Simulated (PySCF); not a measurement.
**A diatomic session: NaP+**

The task here is to estimate one member of a computed series from the others.

Method: Na aug-cc-pVDZ, P aug-cc-pV(D+d)Z, no relativity; program: PySCF 2.14.0.

Set-up of the first run:

Settings of the job:

- atoms: Na, P
- charge: 1
- basis: Na aug-cc-pVDZ, P aug-cc-pV(D+d)Z
- Hamiltonian: no relativity
- basis functions: 59
- electrons treated: 25
- masses in u: 22.9898, 30.9738
- levels: PBE0, PBE, r²SCAN, TPSS, TPSSh, LDA, ωB97X, HF, MP2, SCS-MP2, CCSD, CCSD(T)
- grid: 80 radial by 434 angular points
- occupations: held fixed by the projection of orbital angular momentum
- dissociation limit: Na+ + P, each in its ground configuration
- starting distance in angstrom: 2.740
- values of 2S to try: 1, 3

Command:

```console
$ OMP_NUM_THREADS=1 python dia.py task.json out
```

Among the steps run: The job; PBE0 along the bond; Excited determinants; PBE; r²SCAN (meta-GGA); TPSS (meta-GGA); TPSSh (hybrid meta-GGA); LDA; ωB97X; UHF (mean field); Adding correlation.

One of the session's tables, all rows but one given; the rest of the session is left out.

Energy (eV) from each level's lowest point:

| R (Å) | UHF | UHF-MP2 | UHF-SCS-MP2 | UHF-CCSD | UHF-CCSD(T) |
| --- | --- | --- | --- | --- | --- |
| 2.673 | 0.158 | 0.158 | 0.158 | n/a | n/a |
| 2.797 | 0.076 | 0.078 | 0.078 | 0.079 | 0.079 |
| 2.921 | 0.030 | 0.032 | 0.032 | 0.032 | 0.032 |
| 3.015 | 0.011 | 0.012 | 0.012 | 0.013 | 0.013 |
| 3.108 | 0.002 | 0.003 | 0.003 | 0.003 | 0.003 |
| 3.201 | 0.000 | 0.000 | 0.000 | 0.000 | 0.000 |
| 3.326 | 0.005 | 0.004 | 0.004 | 0.004 | 0.004 |
| 3.481 | ? | ? | ? | ? | ? |
| 3.667 | 0.038 | 0.038 | 0.038 | 0.038 | 0.038 |
| 3.916 | 0.067 | 0.069 | 0.069 | n/a | n/a |

Estimate the missing values for R (Å) = 3.481.

Worked estimate for «UHF». A straight line through the neighbours (3.326, 0.005) and (3.667, 0.038) gives 0.005 + (0.038 − 0.005) × (3.481 − 3.326) / (3.667 − 3.326) = 0.020; a parabola fitted to 4 rows on both sides gives 0.019.

As computed: UHF: 0.018; UHF-MP2: 0.017; UHF-SCS-MP2: 0.017; UHF-CCSD: 0.017; UHF-CCSD(T): 0.017. In «UHF» the line misses by +0.002 and the parabola by +0.001.

State 4 has its PBE0 minimum 1.36 eV higher. The other levels ran on the lowest alone.

Caveats from the session: The bond is weak, and basis-set superposition, which was not computed, may be a sizeable part of it.
